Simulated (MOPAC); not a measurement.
MOPAC input (PM3):

```
PM3 1SCF CHARGE=-1 GEO-OK AUX(PRECISION=9) THREADS=1
NO

N    -0.00000000 1   -0.00000000 1   -0.67156643 1
O     0.00000000 1    0.00000000 1    0.58762062 1
```

Task: What heat of formation does the run end on, and which ionisation energy by Koopmans theorem?

Result: 25.39 kcal/mol; 0.55 eV.
